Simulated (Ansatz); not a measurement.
## Worked example: HOC⁺, triplet against HOC, doublet

Geometry (PBE0/def2-TZVP stationary point of a doublet), kept for both states (HOC, doublet: A'; HOC⁺, triplet: A'):

```csv
atom,x (Å),y (Å),z (Å)
O,0.0000,-0.1013,0.5002
C,0.0000,0.0736,-0.7526
H,0.0000,0.7302,1.0271
```

Basis cc-pVTZ; Ansatz 0.2.0. Correlated methods freeze the noble-gas cores. R marks a restricted (for open shells ROHF) determinant, U an unrestricted one.

Full CI isn't at hand for all of this; UCCSDT(Q) serves as the reference, and is uncertain by the last step of the cluster series or more.

| level | E(HOC, doublet) (hartree) | E(HOC⁺, triplet) (hartree) |
| --- | --- | --- |
| UHF | -113.241977 | -112.842926 |
| UMP2 | -113.588018 | -113.149532 |
| UCCSD(T) | -113.618829 | -113.174785 |
| PBE | -113.699829 | -113.255894 |
| B3LYP | -113.832306 | -113.378327 |
| UCCSDT(Q) | -113.620106 | -113.176620 |

Question: Give the vertical gap, HOC⁺ triplet less HOC doublet, at each level in eV (1 hartree = 27.2114 eV), and each error against UCCSDT(Q).

Answer: UCCSDT(Q): (-113.176620 − (-113.620106)) × 27.2114 = 12.068 eV (the reference)
B3LYP: (-113.378327 − (-113.832306)) × 27.2114 = 12.353 eV, error 0.285 eV
PBE: (-113.255894 − (-113.699829)) × 27.2114 = 12.080 eV, error 0.012 eV
UCCSD(T): (-113.174785 − (-113.618829)) × 27.2114 = 12.083 eV, error 0.015 eV
UMP2: (-113.149532 − (-113.588018)) × 27.2114 = 11.932 eV, error -0.136 eV
UHF: (-112.842926 − (-113.241977)) × 27.2114 = 10.859 eV, error -1.209 eV

Total energies of functionals can't be set beside those of wave-function methods, since they hold the core's correlation and their own absolute errors; only the differences compare.

The reference still carries a basis error, for a change of charge of the order of 0.1 eV, so smaller errors of functionals can't be ranked.

Each level lands on the state that its own search finds. T1 diagnostics of restricted CCSD: 0.022 and 0.036.
